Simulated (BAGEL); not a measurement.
# AlH2F (SMILES [F][AlH2]) at Slater exchange/def2-SVPD (density fitting with svp-jkfit)

Aim: a structure relaxation of AlH2F. 

The results are computed with BAGEL 1.2.2.

3 further runs of the same task are left out: 3 that didn't finish.

## 1. The system as given

AlH2F: 4 atoms, total charge 0, spin state singlet. As SMILES, `[F][AlH2]`. All atoms were displaced at random from a relaxed shape. The run starts from this shape.

Bond lengths: F1–Al2 1.763 Å, Al2–H3 1.678 Å, Al2–H4 1.708 Å. Angles: F1–Al2–H3 117.8°, F1–Al2–H4 125.8°, H3–Al2–H4 115.8°.

## 2. A geometry optimisation at Slater exchange/def2-SVPD (density fitting with svp-jkfit)

Contents of input.json:

```json
{ "bagel": [

{
  "title": "molecule",
  "basis": "def2-svpd.json",
  "df_basis": "svp-jkfit",
  "angstrom": "false",
  "geometry": [
    { "atom": "F", "xyz": [ -0.73106701, -0.17049298,  3.22440756 ] },
    { "atom": "Al", "xyz": [ -0.05655761,  0.06277292, -0.03042459 ] },
    { "atom": "H", "xyz": [ -0.67776728, -2.45470132, -1.85593593 ] },
    { "atom": "H", "xyz": [  1.54010034,  2.47543729, -1.46075829 ] }
  ]
},
{
  "title": "optimize",
  "internal": "false",
  "maxiter": 40,
  "method": [
    { "title": "ks", "xc_func": "slater" }
  ]
}

]}
```

The basis set def2-SVPD is read from a file made from the Basis Set Exchange's data (not shown).

On the command line:

```
$ BAGEL_NUM_THREADS=1 BAGEL input.json > input.out
```

Standard output:

```text
* using 1 threads per process

  ===============================================================
  ===============================================================

  *** Geometry ***

  { "atom" : "F", "xyz" : [     -0.731067,     -0.170493,      3.224408 ] },
  { "atom" : "Al", "xyz" : [     -0.056558,      0.062773,     -0.030425 ] },
  { "atom" : "H", "xyz" : [     -0.677767,     -2.454701,     -1.855936 ] },
  { "atom" : "H", "xyz" : [      1.540100,      2.475437,     -1.460758 ] },

  Number of auxiliary basis functions:      241

  Since a DF basis is specified, we compute 2- and 3-index integrals:
    o Being stored without compression. Storage requirement is 0.008 GB

  Number of basis functions:       63
  Number of electrons      :       24

    * METHOD: MOLECULE                             0.05

    * Use approximate Hessian for optimization

  *** Kohn-Sham DFT ***

    * Removing 4496 points whose weight is below 1.00e-10
    * Grid points: 55128

  === Nuclear Repulsion ===
    46.5809653117

       - DIIS with orbital gradients will be used.

  === KS iteration (slater / def2-svpd.json) ===
      0       -328.09620851          0.11658510           0.07
      1       -312.86128258          0.08559409           0.06
      2       -325.51506101          0.09317584           0.04
      3       -335.94376937          0.09941407           0.04
      4       -335.02075160          0.09946657           0.04
      5       -334.97754764          0.09901149           0.05
      6       -334.18214266          0.09655648           0.05
      7       -313.32012743          0.09463246           0.05
      8       -333.55124224          0.09208587           0.04
      9       -335.37483681          0.09817924           0.05
[... 16 lines of this table left out ...]
     26       -339.92698773          0.00000012           0.04
     27       -339.92698773          0.00000002           0.04
     28       -339.92698773          0.00000002           0.04
     29       -339.92698773          0.00000001           0.04
    * SCF iteration converged.

    * Permanent dipole moment:
           (   -0.049457,    -0.145721,     0.566823) a.u.

  * Nuclear energy gradient

    o Atom   0
        x         -0.0056490684
        y         -0.0050421580
        z          0.0285855224
    o Atom   1
        x         -0.0052903076
        y          0.0046832487
        z         -0.0050571893
    o Atom   2
        x          0.0010514468
        y         -0.0083569594
        z         -0.0101011043
    o Atom   3
        x          0.0098782988
        y          0.0087127809
        z         -0.0134217277
  * Gradient computed with                              0.39

  === Convergence status ===

                         Maximum     Tolerance   Converged?
  * Gradient            0.028586      0.000300           No
  * Displacement        0.028543      0.001200           No
  * Energy change    -339.926988      0.000001           No

  *** Geometry optimization started ***
     iter         energy               grad rms       time

      1       -339.92698773          0.01109270        1.93
      2       -339.92833587          0.00930527        1.62
      3       -339.93170464          0.00849332        1.98
      4       -339.93236060          0.00519268        2.01
      5       -339.93290993          0.00266027        1.66
      6       -339.93241654          0.00396486        1.69
      7       -339.93363189          0.00198141        1.92
      8       -339.93368101          0.00302395        2.02
      9       -339.93366276          0.00220164        2.20
     10       -339.93382143          0.00124151        2.00
[... 11 lines of this table left out ...]
     22       -339.93382450          0.00134910        1.78
     23       -339.93386025          0.00015705        2.05
     24       -339.93385688          0.00051271        2.06
     25       -339.93385963          0.00011704        2.04

  *** Geometry ***

  { "atom" : "F", "xyz" : [     -0.708930,     -0.163720,      3.120481 ] },
  { "atom" : "Al", "xyz" : [     -0.042305,      0.040740,     -0.010709 ] },
  { "atom" : "H", "xyz" : [     -0.339035,      2.806992,     -1.276238 ] },
  { "atom" : "H", "xyz" : [      0.816851,     -2.560786,     -1.361425 ] },

    * METHOD: OPTIMIZE                            48.04

  ===============================================================
```

Wall time 48 s (1 thread of Arm Neoverse V1, shared host); peak memory 0.22 GiB.

Step by step:

```csv
step,energy from the first frame kept (eV),largest force (eV/Å)
0,0.0000,1.5206
1,-0.0367,1.1902
2,-0.1284,1.2796
3,-0.1462,0.7786
4,-0.1612,0.3467
5,-0.1477,0.5317
6,-0.1808,0.2704
7,-0.1821,0.4232
8,-0.1816,0.2690
9,-0.1860,0.1472
10,-0.0221,2.5678
11,-0.1154,1.8532
12,-0.1789,0.3645
13,-0.1841,0.3009
14,-0.1862,0.1240
15,-0.1865,0.0603
16,-0.1864,0.1371
17,-0.1867,0.0291
18,-0.1869,0.0340
19,-0.1869,0.0319
20,-0.1865,0.1329
21,-0.1860,0.1857
22,-0.1870,0.0164
23,-0.1869,0.0674
24,-0.1870,0.0120
```

After the run. Bond lengths: F1–Al2 1.698 Å, Al2–H3 1.617 Å, Al2–H4 1.616 Å. Angles: F1–Al2–H3 116.2°, F1–Al2–H4 115.8°, H3–Al2–H4 128.0°.

## 3. Results

At Slater exchange/def2-SVPD (density fitting with svp-jkfit):

| quantity | value |
| --- | --- |
| total energy at the end | -339.93386 Eh |

In words: At the final geometry: Bond lengths: F1–Al2 1.698 Å, Al2–H3 1.617 Å, Al2–H4 1.616 Å. Angles: F1–Al2–H3 116.2°, F1–Al2–H4 115.8°, H3–Al2–H4 128.0°. The optimisation took 25 steps and changed the energy by -0.187 eV.
